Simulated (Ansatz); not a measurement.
This script drives Ansatz 0.2.0, Python API.

Script `md_clhmgo.py`:
```python
"""Molecular dynamics of one ClHMgO molecule."""

import ansatz as az
import numpy as np

GEOMETRY = """
O    -0.27430    1.27270   -0.73660
Mg    0.29070   -0.44060   -0.01110
Cl    0.99370   -2.51880    0.85200
H    -0.95450    1.62640   -0.12470
"""

mol = az.Crystal.molecule()
for line in GEOMETRY.strip().splitlines():
    symbol, *xyz = line.split()
    mol = mol.atom(symbol, [float(v) for v in xyz])

calculation = (
    mol.calculation()
    .basis(gaussian="def2-SVP")
    .functional("pbe", dispersion="d3bj")
    .md("nvt_langevin", timestep=1.0, steps=30, temperature=300, initial_velocities="maxwell_boltzmann", seed=74, friction=0.02)
)
frames = []
done = calculation.session().plan().execute(on_event=lambda e: frames.append(e["data"]) if e["event"] == "md_step" else None)
print("t (fs)   E_pot (eV)      E_kin (eV)   T (K)   d(0-1) (A)")
for f in frames[::2]:
    xyz = np.array(f["positions_ang"])
    print(f"{f['time_fs']:6.2f} {f['lagrangian_ev']:14.5f} {f['e_kin_ev']:10.5f} {f['temperature_k']:8.1f} {np.linalg.norm(xyz[0] - xyz[1]):9.4f}")
print("mean temperature", round(float(np.mean([f["temperature_k"] for f in frames])), 1), "K")
```

It is started by `python md_clhmgo.py`. Estimate its wall time and peak memory on 1 thread of Arm Neoverse V1, on a shared host.

It took about 34 s, with a peak of 0.17 GiB, for 1 run of the engine.

```console
$ python md_clhmgo.py
t (fs)   E_pot (eV)      E_kin (eV)   T (K)   d(0-1) (A)
  0.00   -20015.13044    0.11633    225.0    1.9445
  2.00   -20015.12811    0.11588    224.1    1.9519
  4.00   -20015.13811    0.10197    197.2    1.9555
  6.00   -20015.15041    0.11291    218.4    1.9531
  8.00   -20015.18782    0.16093    311.3    1.9464
 10.00   -20015.21420    0.16321    315.7    1.9335
 12.00   -20015.25606    0.22084    427.1    1.9184
 14.00   -20015.28989    0.22411    433.4    1.8991
 16.00   -20015.32663    0.23326    451.2    1.8758
 18.00   -20015.33104    0.17379    336.1    1.8551
 20.00   -20015.36543    0.20606    398.5    1.8368
 22.00   -20015.36534    0.19721    381.4    1.8191
 24.00   -20015.37874    0.22048    426.4    1.7987
 26.00   -20015.36917    0.12388    239.6    1.7762
 28.00   -20015.37316    0.13157    254.5    1.7626
 30.00   -20015.37466    0.09479    183.3    1.7572
mean temperature 313.2 K
```

Notes:
- Total energies depend on the basis set; only differences at equal settings carry meaning.
- The trajectory is only some femtoseconds long, so its temperature is not equilibrated; where the script doesn't relax first, it starts from a rough generated geometry.
- The printed temperature counts all 3N degrees of freedom under Langevin dynamics, so the first row lies under the target.
- With hydrogen a step over 0.5 fs is long.

(Lines on the test bed's own set-up are left out of the output.)
